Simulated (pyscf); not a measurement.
Structures and frequencies: ωB97X-D3(BJ)/def2-SVP in PySCF. Correlated levels are frozen-core, on RHF or UHF. ΔMP2 is the change of the MP2 total energy from the triple- to the quadruple-zeta basis.

**Question.** What is the homolytic dissociation enthalpy (298 K, CCSD(T)/def2-TZVPP + ΔMP2(QZVPP)) of the O–Sb bond of HO–Sb(OH)–OH, to OH• + HO–Sb•–OH?

**Answer.** O–Sb to OH• + HO–Sb•–OH: 92.0 kcal/mol. Other isomers of HO–Sb•–OH were not searched in full and may lie lower. The CCSD(T) − MP2 part came from Ansatz, without density fitting, on the same reference. The frozen core leaves the outer d or s,p core shells of the metals and heavy elements correlated in the MP2 and CC values, and def2-TZVPP describes them poorly, which can shift differences by a few kcal/mol. Left out: the spin-orbit lowering of OH. Elements past Kr carry the def2 core potentials, without spin-orbit coupling.
